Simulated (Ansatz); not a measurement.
**C3H6O2: small, medium and large basis sets**

One table from this session's results is given with a row withheld; the runs are named, their logs left out.

Method: one geometry, several basis sets; program: Ansatz 0.2.0, Gaussian basis.

The runs, in order: PBE0-D4/def2-SVP; ωB97M-V/def2-SVP; PBE0-D4/def2-QZVPP; ωB97M-V/def2-QZVPP; the functionals' def2-TZVPP values are taken from earlier runs.

### Structure used throughout

The geometry comes from an earlier relaxation with PBE0-D4 in a triple-zeta def2 set; it is a stationary point, not always the lowest conformer.

SMILES `COCC=O`, 11 atoms, charge 0, spin multiplicity 1.

Atoms are counted from 1 here; the program's logs count them from 0.

Bond lengths: C1–O2 1.406 Å, C1–H6 1.098 Å, C1–H7 1.098 Å, C1–H8 1.089 Å, O2–C3 1.396 Å, C3–C4 1.512 Å, C3–H9 1.099 Å, C3–H10 1.096 Å, C4–O5 1.198 Å, C4–H11 1.113 Å. Angles: O2–C1–H6 111.1°, O2–C1–H7 112.1°, O2–C1–H8 107.4°, H6–C1–H7 108.3°, H6–C1–H8 109.1°, H7–C1–H8 108.7°, C1–O2–C3 112.5°, O2–C3–C4 112.8°, O2–C3–H9 112.7°, O2–C3–H10 107.3°, C4–C3–H9 109.2°, C4–C3–H10 106.9°, H9–C3–H10 107.5°, C3–C4–O5 124.0°, C3–C4–H11 114.1°, O5–C4–H11 121.9°.

The first run:

in.yaml

```yaml
crystal:
  periodic: [false, false, false]
  atoms:
    - {symbol: C, position_ang: [-1.323596, -0.045036, 0.750983]}
    - {symbol: O, position_ang: [-0.069288, -0.672420, 0.853142]}
    - {symbol: C, position_ang: [0.941048, 0.044741, 0.209178]}
    - {symbol: C, position_ang: [0.899582, -0.107381, -1.295059]}
    - {symbol: O, position_ang: [1.476678, 0.614785, -2.057275]}
    - {symbol: H, position_ang: [-1.309602, 0.946841, 1.221856]}
    - {symbol: H, position_ang: [-1.642292, 0.072903, -0.293503]}
    - {symbol: H, position_ang: [-2.045663, -0.675935, 1.268179]}
    - {symbol: H, position_ang: [0.932006, 1.113431, 0.465468]}
    - {symbol: H, position_ang: [1.899470, -0.367495, 0.545397]}
    - {symbol: H, position_ang: [0.306957, -0.981432, -1.647667]}
basis:
  gaussian: {orbitals: def2-SVP}
hamiltonian: {xc: pbe0, dispersion: d4}
output: {orbitals: {seedname: orbitals}}
```

Among the steps run: PBE0-D4 in def2-SVP; ωB97M-V in def2-SVP; PBE0-D4 in def2-QZVPP; ωB97M-V in def2-QZVPP.

One of the session's tables, all rows but one given; the rest of the session is left out.

It belongs to the step «Functionals by basis». 

| functional | basis | HOMO (eV) |
| --- | --- | --- |
| PBE0-D4 | def2-SVP | -7.16 |
| PBE0-D4 | def2-TZVPP | -7.33 |
| PBE0-D4 | def2-QZVPP | ? |
| ωB97M-V | def2-SVP | -9.54 |
| ωB97M-V | def2-TZVPP | -9.72 |
| ωB97M-V | def2-QZVPP | -9.76 |

Q: Estimate the row for PBE0-D4, def2-QZVPP from the others.

The run gave: HOMO (eV): -7.37. In the column «HOMO (eV)» it lies between ωB97M-V, def2-SVP (-9.54) and PBE0-D4, def2-TZVPP (-7.33).
